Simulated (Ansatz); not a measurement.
Two shapes of singlet C4H4S.

Shape 1:

```xyz
9

S    -0.0007    0.0099    1.1902
C    -0.0048    1.2347    0.0057
C    -0.0088   -1.2393   -0.0052
C    -0.0053    0.7036   -1.2693
C    -0.0001   -0.7024   -1.2725
H    -0.0070    2.2767    0.2958
H    -0.0051   -2.2773    0.2870
H     0.0079    1.3262   -2.1657
H    -0.0081   -1.3250   -2.1775
```

Shape 2:

```xyz
9

S     0.0297    0.0358    1.2139
C     0.0110    1.2806   -0.0346
C     0.0214   -1.2894   -0.0361
C    -0.0133    0.7372   -1.2441
C    -0.0417   -0.7239   -1.2796
H    -0.0440    2.2576    0.3580
H     0.0099   -2.3528    0.3089
H    -0.0187    1.3448   -2.0941
H     0.0021   -1.3492   -2.1574
```

Basis set: STO-3G (spherical functions). Frozen core: 9 orbitals. Charge 0, multiplicity 1.

Computed with Ansatz (development build ahead of 0.2.0); each method stands on the lowest determinant of its kind that the runs found.

**Question.** Which shape is lower in energy, and by how much in each method?

**Answer.**

```tsv
method	E(2) − E(1) (eV)
RHF	0.297
RHF-MP2	0.324
```

Shape 1 is lower.
